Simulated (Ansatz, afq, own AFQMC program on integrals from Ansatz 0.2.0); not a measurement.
SiH₃Br, singlet: AFQMC among the cluster methods

```json
{"atom": "Br", "x (Å)": "-0.9175", "y (Å)": "0.0159", "z (Å)": "0.0000"}
{"atom": "H", "x (Å)": "0.6865", "y (Å)": "0.0159", "z (Å)": "0.0000"}
{"atom": "Si", "x (Å)": "2.3715", "y (Å)": "0.0159", "z (Å)": "0.0000"}
{"atom": "H", "x (Å)": "2.9837", "y (Å)": "-0.8584", "z (Å)": "1.0900"}
{"atom": "H", "x (Å)": "2.9837", "y (Å)": "-0.8584", "z (Å)": "-1.0900"}
```

Connectivity, by distances: Br ··· SiH2, 1 bridging H.

Basis cc-pVTZ. Only valence electrons are correlated. Ansatz 0.2.0 and our own AFQMC program on the same integrals; the CISD trial comes from CCSD amplitudes, and released means the phaseless constraint is let go. ± is one standard error of the sampling. No spin–orbit coupling.

Determinant: RHF, the one that the program's search chose, which needn't be the lowest solution. The geometry is a point of a scan.

No full CI on the walks' own integrals is used here; CCSDT(Q) serves as the reference and is uncertain by about the last step of the cluster series.

Cautions: no relativity below Rb; no spin-orbit coupling; inner d shell frozen; higher spins were not checked; restricted determinant unstable towards unrestricted (UHF 419 meV lower, ⟨S²⟩ 0.71).

```
T1 diagnostic                               : 0.0143
weight of the determinant in the CISD state : 0.826
size of the correlated space                : 14 electrons in 100 orbitals
```

Reference: CCSDT(Q), correlation energy -9.868 eV. The released energy is read at 2.40 1/Eh (meV from the phaseless value at times in 1/Eh: -10 ± 6 at 0.24, -16 ± 5 at 0.51, -21 ± 5 at 0.99, -16 ± 6 at 1.62, -20 ± 8 at 2.40).

```json
{"level": "HF", "E − E(reference) (meV)": "9867.6", "share of correlation (%)": "0.00"}
{"level": "MP2", "E − E(reference) (meV)": "1583.9", "share of correlation (%)": "83.95"}
{"level": "CCSD", "E − E(reference) (meV)": "475.9", "share of correlation (%)": "95.18"}
{"level": "CCSD(T)", "E − E(reference) (meV)": "72.6", "share of correlation (%)": "99.26"}
{"level": "CCSDT", "E − E(reference) (meV)": "26.3", "share of correlation (%)": "99.73"}
{"level": "ph-AFQMC/CISD", "E − E(reference) (meV)": "27.5 ± 5.8", "share of correlation (%)": "99.72"}
{"level": "released AFQMC", "E − E(reference) (meV)": "7.2 ± 7.7", "share of correlation (%)": "99.93"}
```

A walk keeps the symmetry of its determinant, which the program's search chose and which needn't be the lowest solution, so a lower state of the same spin and another symmetry isn't excluded. Released energies are given only where the last usable release times agree within the noise; a slower fall can still hide under it.
